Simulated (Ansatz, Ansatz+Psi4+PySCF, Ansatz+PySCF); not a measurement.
```xyz
4

C    -0.6220    0.6249    0.8423
C     0.0505   -0.0507   -0.0683
H    -1.7011    0.5804    0.8512
O     0.6523   -0.6553   -0.8832
```

Basis set: cc-pVTZ (spherical functions). Left uncorrelated: 3 orbitals. Correlation on ROHF uses semicanonical orbitals with singles. Charge 0, multiplicity 2.

Computed with Ansatz (development build ahead of 0.2.0); each method stands on the lowest determinant of its kind that the runs found.

Question: Give the atomization energy at this shape (free ground-state atoms in the same class of orbitals less the molecule, no zero-point energy) of doublet C₂HO by ROHF-MP2, UHF-MP2.

Answer:

```
  method  atomization energy
ROHF-MP2     420.88 kcal/mol
 UHF-MP2     418.73 kcal/mol
```
